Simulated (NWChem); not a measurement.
## Ionisation of Li2

```xyz
2

Li     0.0000     0.0000     1.3936
Li     0.0000     0.0000    -1.3936
```
Charge 0, spin multiplicity 1.

The numbers come from NWChem runs, not from measurements. Structure: optimised with PBE0/def2-SVP, a minimum by its harmonic frequencies.

Basis set: def2-TZVPD. −ε marks an orbital energy of the parent.

B3LYP has NWChem's definition, with VWN1-RPA local correlation. The structure started from a generated list of species.

**Question.** One of these methods gave a first vertical ionisation energy of 4.89 eV. Which?
(A) −ε(HOMO) of HF
(B) −ε(HOMO) of BHandHLYP
(C) −ε(HOMO) of B3LYP
(D) −ε(HOMO) of PBE

**Answer.** A, −ε(HOMO) of HF. The others give 3.22 (−ε(HOMO) of PBE), 3.64 (−ε(HOMO) of B3LYP), 4.19 (−ε(HOMO) of BHandHLYP).
